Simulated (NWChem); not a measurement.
**triplet C5H10: levels of theory compared**

Aim: a comparison of 4 runs (UHF/def2-SVP, UPBE/def2-SVP, USVWN5/def2-SVP, UMP2/def2-SVP) of triplet C5H10. 

The calculation is run with NWChem 7.3.0.

### Step 1. The system as given

C5H10: 15 atoms, total charge 0, spin state triplet. As SMILES of the parent species, `C=CC(C)C`. The shape is that of a PBE0-D4/def2-TZVP optimisation. This is one conformer, not always the lowest. That shape belongs to the parent species and isn't relaxed for this state.

Bond lengths: C1–C2 1.326 Å, C2–C3 1.499 Å, C3–C4 1.528 Å, C3–C5 1.518 Å, C1–H6 1.084 Å, C1–H7 1.084 Å, C2–H8 1.089 Å, C3–H9 1.100 Å, C4–H10 1.093 Å, C4–H11 1.093 Å, C4–H12 1.094 Å, C5–H13 1.092 Å, C5–H14 1.094 Å, C5–H15 1.092 Å. Some angles: C1–C2–C3 127.0°, C2–C3–C4 109.9°, C2–C3–C5 113.9°, C4–C3–C5 111.1°, C1–C2–H8 118.4°, C3–C2–H8 114.6°, C2–C1–H6 121.1°, C2–C1–H7 122.2°, C2–C3–H9 106.5°, C4–C3–H9 107.0°.

### Step 2. A single-point energy at UHF/def2-SVP (run 1)

job.xyz

```xyz
15

C     -1.650600     0.611500     1.131300
C     -0.550400    -0.127700     1.102700
C      0.571800    -0.035700     0.113600
C      0.789600    -1.393500    -0.552500
C      0.391400     1.059600    -0.922200
H     -2.409300     0.455700     1.889300
H     -1.838800     1.396700     0.407500
H     -0.426900    -0.902500     1.858500
H      1.480200     0.189200     0.691400
H      0.944200    -2.181400     0.188800
H      1.663700    -1.370700    -1.208000
H     -0.080500    -1.667700    -1.155400
H      0.280400     2.041400    -0.456600
H     -0.494200     0.875200    -1.537200
H      1.255500     1.099700    -1.589100
```

job.nw

```
start job
memory 2200 mb

geometry noautosym nocenter noautoz
  load format xyz job.xyz
end

basis spherical bse
  * library def2-SVP
end

scf
  triplet
  uhf
  thresh 1e-08
  maxiter 80
end

task scf energy
```

Launch:

```
$ nwchem job.nw > job.out
```

The program printed:

```text
[...]
  functions       =   120
[...]
  wavefunction    = UHF
[...]
         Total SCF energy =   -194.870355645834
      One electron energy =   -613.237554452169
      Two electron energy =    240.734508779728
 Nuclear repulsion energy =    177.632690026607
                       Sz =      1.0000
                 Sz(Sz+1) =      2.0000
                      S^2 =      2.0205
[...]
```

Wall time 33 s (1 thread of Intel Xeon 6975P-C (Granite Rapids), shared host); peak memory 0.099 GiB.

### Step 3. A single-point energy at UPBE/def2-SVP (run 2)

struct.nw

```
start struct
title "C5H10 energy"
memory stack 880 mb heap 220 mb global 1100 mb
charge 0
geometry units angstroms noautosym nocenter noautoz
  C       -1.650600       0.611500       1.131300
  C       -0.550400      -0.127700       1.102700
  C        0.571800      -0.035700       0.113600
  C        0.789600      -1.393500      -0.552500
  C        0.391400       1.059600      -0.922200
  H       -2.409300       0.455700       1.889300
  H       -1.838800       1.396700       0.407500
  H       -0.426900      -0.902500       1.858500
  H        1.480200       0.189200       0.691400
  H        0.944200      -2.181400       0.188800
  H        1.663700      -1.370700      -1.208000
  H       -0.080500      -1.667700      -1.155400
  H        0.280400       2.041400      -0.456600
  H       -0.494200       0.875200      -1.537200
  H        1.255500       1.099700      -1.589100
end
basis spherical bse
  * library def2-SVP
end
dft
  xc xpbe96 cpbe96
  mult 3
  grid fine
  convergence energy 1e-08
  iterations 100
  mulliken
end
task dft energy
```

Launch:

```
$ nwchem struct.nw > struct.out
```

The program printed:

```text
[...]
          Wavefunction type:  spin polarized.
          No. of atoms     :    15
          No. of electrons :    40
[...]
          Charge           :     0
          Spin multiplicity:     3
[...]
          AO basis - number of functions:   120
[...]
              XC Information
              --------------
          PerdewBurkeErnzerhof Exchange Functional  1.000
            Perdew 1991 LDA Correlation Functional  1.000 local
           PerdewBurkeErnz. Correlation Functional  1.000 non-local
[...]
 d= 0,ls=0.0,diis     1   -195.8831225977 -3.74D+02  4.09D-03  9.47D-02     4.8
[...]
 d= 0,ls=0.0,diis    10   -195.9314305413 -3.83D-09  9.05D-07  2.97D-09    45.5
[...]
         Total DFT energy =     -195.931430541290
      One electron energy =     -613.780354627402
           Coulomb energy =      270.804773303656
    Exchange-Corr. energy =      -30.588539244150
 Nuclear repulsion energy =      177.632690026607
[...]
      Total Density - Mulliken Population Analysis
     ---------------------------------------------
    Atom       Charge   Shell Charges
 -----------   ------   -------------------------------------------------------
    1 C    6     6.02   1.98  0.90  0.23  2.09  0.78  0.03
    2 C    6     6.09   1.98  0.91  0.26  2.11  0.79  0.04
    3 C    6     6.08   1.98  0.93  0.13  2.12  0.88  0.05
    4 C    6     5.99   1.98  0.92  0.10  2.13  0.84  0.03
    5 C    6     6.00   1.98  0.91  0.08  2.14  0.85  0.03
    6 H    1     0.97   0.74  0.21  0.02
    7 H    1     0.98   0.74  0.21  0.03
    8 H    1     1.00   0.75  0.23  0.02
    9 H    1     0.98   0.75  0.21  0.02
   10 H    1     0.98   0.74  0.22  0.02
[...]
      <S2> =      2.0058 (Exact =     2.0000)
[...]
```

Wall time 46 s (1 thread of Intel Xeon 6975P-C (Granite Rapids), shared host); peak memory 0.12 GiB.

Run 3 isn't shown in full; the table further down has it.

### Step 4. A single-point energy at UMP2/def2-SVP (run 4)

run.py

```python
from ase import Atoms
from ase.calculators.nwchem import NWChem

atoms = Atoms(['C', 'C', 'C', 'C', 'C', 'H', 'H', 'H', 'H', 'H', 'H', 'H', 'H', 'H', 'H'], positions=[
    [-1.650600, 0.611500, 1.131300],
    [-0.550400, -0.127700, 1.102700],
    [0.571800, -0.035700, 0.113600],
    [0.789600, -1.393500, -0.552500],
    [0.391400, 1.059600, -0.922200],
    [-2.409300, 0.455700, 1.889300],
    [-1.838800, 1.396700, 0.407500],
    [-0.426900, -0.902500, 1.858500],
    [1.480200, 0.189200, 0.691400],
    [0.944200, -2.181400, 0.188800],
    [1.663700, -1.370700, -1.208000],
    [-0.080500, -1.667700, -1.155400],
    [0.280400, 2.041400, -0.456600],
    [-0.494200, 0.875200, -1.537200],
    [1.255500, 1.099700, -1.589100],
])

calc = NWChem(
    label='test',
    theory='mp2',
    memory='2200 mb',
    basis='def2-SVP',
    basispar='spherical bse',
    scf={'nopen': '2', 'uhf': None, 'thresh': '1e-08', 'maxiter': '80', 'print': 'low'},
    mp2={'freeze': 'core 5', 'tight': None},
    task='energy',
)
atoms.calc = calc

print(f"energy = {atoms.get_potential_energy():.6f} eV")
```

Launch:

```
$ export ASE_NWCHEM_COMMAND="nwchem PREFIX.nwi > PREFIX.nwo"
$ python run.py
```

The program printed:

```text
energy = -5320.684438 eV
```

The calculator wrote test.nwi:

```
title "test"

permanent_dir test

scratch_dir test

start test

geometry units angstrom nocenter noautosym noautoz
  C  -1.6506000000000001e+00 6.1150000000000004e-01 1.1313000000000000e+00
  C  -5.5040000000000000e-01 -1.2770000000000001e-01 1.1027000000000000e+00
  C  5.7179999999999997e-01 -3.5700000000000003e-02 1.1360000000000001e-01
  C  7.8959999999999997e-01 -1.3935000000000000e+00 -5.5249999999999999e-01
  C  3.9140000000000003e-01 1.0596000000000001e+00 -9.2220000000000002e-01
  H  -2.4093000000000000e+00 4.5569999999999999e-01 1.8893000000000000e+00
  H  -1.8388000000000000e+00 1.3967000000000001e+00 4.0749999999999997e-01
  H  -4.2690000000000000e-01 -9.0249999999999997e-01 1.8585000000000000e+00
  H  1.4802000000000000e+00 1.8920000000000001e-01 6.9140000000000001e-01
  H  9.4420000000000004e-01 -2.1814000000000000e+00 1.8880000000000000e-01
  H  1.6637000000000000e+00 -1.3707000000000000e+00 -1.2080000000000000e+00
  H  -8.0500000000000002e-02 -1.6677000000000000e+00 -1.1554000000000000e+00
  H  2.8039999999999998e-01 2.0413999999999999e+00 -4.5660000000000001e-01
  H  -4.9419999999999997e-01 8.7519999999999998e-01 -1.5371999999999999e+00
  H  1.2555000000000001e+00 1.0996999999999999e+00 -1.5891000000000000e+00
end

memory 2200 mb

basis spherical bse noprint
   * library def2-SVP
end

scf
  nopen 2
  uhf
  thresh 1e-08
  maxiter 80
  print low
end
mp2
  freeze core 5
  tight
end

task mp2 energy
```

test.nwo:

```text
Northwest Computational Chemistry Package (NWChem) 7.3.0
             --------------------------------------------------------

           Job information
           ---------------

    nwchem branch   = 7.3.0
    use scalapack   = T
    input           = test.nwi
    prefix          = test.
    data base       = test/test.db
    status          = startup
    nproc           =        1

           Memory information
           ------------------

[... 5 lines left out ...]
    hardfail = no
[... 121 lines left out ...]
       Final UHF  results
[... 3 lines left out ...]
      One electron energy =   -613.237554452132
[... 1 line left out ...]
 Nuclear repulsion energy =    177.632690026607
[... 61 lines left out ...]
          ---------------------------------------------------
                    Spin Component Scaled (SCS) MP2
          Same spin pairs                     -0.149949165469
          Same spin scaling factor             0.333333333333
          Opposite spin pairs                 -0.511243403238
          Opposite spin scaling fact.          1.200000000000
          SCS-MP2 correlation energy          -0.663475139042
          Total SCS-MP2 energy              -195.533830784838
          ---------------------------------------------------

 -----------------------
 Task  times  cpu:       38.4s     wall:       38.4s
 Total times  cpu:       38.4s     wall:       38.4s
```

Wall time 40 s (1 thread of Intel Xeon 6975P-C (Granite Rapids), shared host); peak memory 0.52 GiB.

### Step 5. All runs side by side

| run | level | iteration cap | module | energy (Eh) | dipole moment (D) | HOMO energy (eV) | ⟨S²⟩ | wall time |
| --- | --- | --- | --- | --- | --- | --- | --- | --- |
| 1 | UHF/def2-SVP | 80 | scf | -194.870356 | 0.13 | -6.11 | 2.021 | 33 s |
| 2 | UPBE/def2-SVP | 100 | dft | -195.931431 | 0.25 | -1.59 | 2.006 | 46 s |
| 3 | USVWN5/def2-SVP | 100 | dft | -194.333365 | 0.33 | -1.50 | 2.004 | 23 s |
| 4 | UMP2/def2-SVP | 80 | mp2 | -195.531548 | – | – | 2.021 | 40 s |

### Step 6. Summary of results

| quantity | value |
| --- | --- |
| run 4: total energy | -195.53155 Eh |
| run 4: correlation energy (5 core orbitals frozen) | -661.2 mEh |
| run 4: ⟨S²⟩ of the reference determinant | 2.021 |

**Reading.** Over runs 1, 2, 3 the dipole moment (its size) runs from 0.13 D (UHF/def2-SVP) to 0.33 D (USVWN5/def2-SVP). Totals of different functionals can't be ranked against each other. All runs together took 2.4 min, the longest 46 s.
